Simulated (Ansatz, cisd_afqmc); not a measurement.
Species: SiH2, charge 0, triplet. This triplet is an excited state, 0.9 eV above the singlet at CCSD(T)/cc-pV(5+d)Z (Ansatz, a program for electronic structure). SiH2 (SMILES [SiH2], triplet).
B3LYP-D3(BJ)/def2-TZVP minimum from Ansatz:
```xyz
3

Si     0.0022    -0.0010     0.0949
H      0.0026     1.2826    -0.6513
H     -0.0339    -1.2684    -0.6777
```
Charge 0, spin multiplicity 3.

Total energies in cc-pV(T+d)Z, 6 correlated electrons, 5 frozen orbitals. Radicals and triplets start from unrestricted determinants; spin-orbit coupling is neglected. Cores are frozen in correlated methods. No relativity. AFQMC/CISD: phaseless, guided by CISD from CCSD amplitudes; bars are statistical, one sigma. Outlying blocks are dropped, and bars are widened where a walk drifts. Over all cases where full CI ran beside it in this data, AFQMC minus full CI had a median of +0.1 mEh and passed +0.4 mEh in a tenth of the cases.

```tsv
method	program	energy (Eh)	minus CCSDTQ (mEh)
HF	Ansatz	-290.02509	115.96
MP2	Ansatz	-290.11489	26.16
CCSD	Ansatz	-290.13701	4.04
CCSD(T)	Ansatz	-290.14017	0.88
CCSDT(Q)	Ansatz	-290.14104	0.01
CCSDTQ	Ansatz	-290.14105	0.00
AFQMC/CISD	cisd_afqmc	-290.1409 ± 0.0001	0.2 ± 0.1
```

Rough core times of Ansatz's runs on a shared machine: CCSD(T) under 20 s, CCSDT(Q) 40 s, CCSDTQ 20 min.
